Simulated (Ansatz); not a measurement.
A ladder of methods for AlH3Cl− (SMILES [AlH3-][Cl])

The species is AlH3Cl− (5 atoms), meant as a singlet with charge -1. SMILES: `[AlH3-][Cl]`. The shape comes from GFN2-xTB, which is rough for such elements, and wasn't checked as a minimum.

```xyz
5

Al    0.1092   -0.0004   -0.0825
Cl   -1.5627   -0.0021    1.1843
H     0.2261    1.4785   -0.7042
H    -0.1602   -1.1064   -1.2183
H     1.3877   -0.3695    0.8207
```

Quantity: the energy change with the Al1–H5 bond stretched from 1.608 to 4.021 Å, in eV. The values are calculated.

| level | kind | program | value (eV) | less FCI/STO-3G | CPU time (all runs) |
| --- | --- | --- | --- | --- | --- |
| BLYP/STO-3G (restricted) | GGA | Ansatz | 5.91 | -0.18 | 3.7 s |
| r2SCAN/STO-3G (restricted) | meta-GGA | Ansatz | 6.41 | +0.32 | 8 s |
| B3LYP/STO-3G (restricted) | global hybrid | Ansatz | 6.57 | +0.48 | 4.2 s |
| CAM-B3LYP/STO-3G (restricted) | range-separated hybrid | Ansatz | 7.29 | +1.20 | 4.8 s |
| HSE06/STO-3G (restricted) | range-separated hybrid | Ansatz | 6.80 | +0.71 | 4.6 s |
| B2PLYP/STO-3G (restricted) | double hybrid | Ansatz | 6.47 | +0.38 | 4.7 s |
| MP2/STO-3G (restricted) | perturbation theory | Ansatz | 7.44 | +1.35 | 0.7 s |
| CCSD(T)/STO-3G (restricted) | coupled cluster or CI | Ansatz | 5.02 | -1.07 | 0.72 s |
| FCI/STO-3G | exact in the basis | Ansatz | 6.09 | 0.00 | 7.4 s |

FCI/STO-3G is exact within its basis and frozen core, so for wave-function methods in that basis the difference is their error; functionals converge differently with the basis, so for them it is only a difference. Sets without diffuse functions describe the anion poorly. The first shape isn't each level's own minimum. The values span 5.02 to 7.44 eV. All rows use very small basis sets, so even the best lies far from the true value. CPU times are rough (shared hosts, several kinds of processor): they show what a rung costs within a factor of a few.
